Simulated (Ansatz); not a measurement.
What a trial cell of K2Ir relaxes into

Level of theory: Ansatz 0.2.0, DFT r2SCAN, scalar-relativistic, plane waves, PAW. Cutoff 500 eV, Γ-centred k mesh, Gaussian smearing, no spin polarisation in the final step.

The start puts K2Ir on the MoSi2 (C11b) structure type (I4/mmm, No. 139), with Ir in place of Mo, K in place of Si, at a guessed volume.

```
K Ir
1.0
    -2.04263    2.04263    5.01082
     2.04263   -2.04263    5.01082
     2.04263    2.04263   -5.01082
K Ir
2 1
Direct
  0.66500 0.66500 0.00000
  0.33500 0.33500 0.00000
  0.00000 0.00000 0.00000
```

Cell and atoms relax at zero pressure; the relaxation can't lower the symmetry of the start.

Energies over the elements count from the elements' standard structures at the same level, with no empirical corrections.

(1) What does it relax into?

(2) What are its volume, energy, density and gap?

Results:

(1) It keeps I4/mmm (No. 139). The result has the MoSi2 (C11b) structure. Conventional cell: a = 3.968 Å, c = 10.783 Å. K is coordinated by 4 Ir at 3.24 Å, 1 K at 3.25 Å, 4 K at 3.53 Å, 1 Ir at 3.77 Å and 4 K at 3.97 Å; Ir is coordinated by 8 K at 3.24 Å, 2 K at 3.77 Å and 4 Ir at 3.97 Å.

```xyz
3
Lattice="-1.9840 1.9840 5.3917 1.9840 -1.9840 5.3917 1.9840 1.9840 -5.3917" Properties=species:S:1:pos:R:3 pbc="T T T"
K     0.0000    0.0000    7.0154
K     0.0000    0.0000    3.7681
Ir    0.0000    0.0000    0.0000
```

(2) The volume per atom is 28.30 Å³ and the density is 5.29 g/cm³. The energy over the elements is 1.01 eV/atom and the gap on the 16×16×16 mesh is 0 eV (a metal).

The final run used a 16×16×16 mesh on its 3-atom cell and 0.10 eV smearing. For metals, differences of a few meV/atom aren't resolved. Spin–orbit coupling is left out. A structure relaxed within its symmetry needn't be a true minimum.

Cost: 2 runs of about 11 core-minutes in all, on Arm Neoverse V1 (shared hosts).